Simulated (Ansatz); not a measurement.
For Se (model structure, started from the graphite type, P6₃/mmc, No. 194, 4 atoms in the cell), PBEsol (PAW; Ansatz, an electronic-structure program) gives:

- lattice parameter a = 4.582 Å
- lattice parameter c = 5.309 Å

What does PBE-D3(BJ) (Ansatz, PAW) give for the same quantities?


- lattice constant a: 4.599 Å (increases by 0.4 %)
- lattice parameter c: 5.339 Å (increases by 0.6 %)

Changes are worked out from the printed values.

Unless a cell is named, each level is at its own relaxed cell (PBEsol 24.13, PBE-D3(BJ) 24.45 Å³/atom).

Ansatz's density-functional and Hartree–Fock values are scalar-relativistic unless marked +SOC, with PAW data made under PBE.

A model structure was made by putting elements into a prototype or built by hand; it is no filed structure, need not be a known phase, and can be a saddle point held by its symmetry.
